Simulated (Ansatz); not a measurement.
Input file for Ansatz (a quantum-chemistry and plane-wave program): U-r2SCAN/def2-TZVPPD on H (SMILES [H]), 2S+1 = 2. Files ending in .json are basis or fitting sets from the Basis Set Exchange.

Ansatz 0.2 input:
```yaml
crystal:
  periodic: [false, false, false]
  atoms:
    - {symbol: H, position_ang: [0.00000000, 0.00000000, 0.00000000]}
basis:
  gaussian:
    orbitals: def2-TZVPPD.json
hamiltonian:
  xc: {name: r2SCAN}
magnetization: {spin_polarized: true, initial_magnetization: 1}
```

Question: Give the final energy of this run.

Answer: -0.4999 hartree.
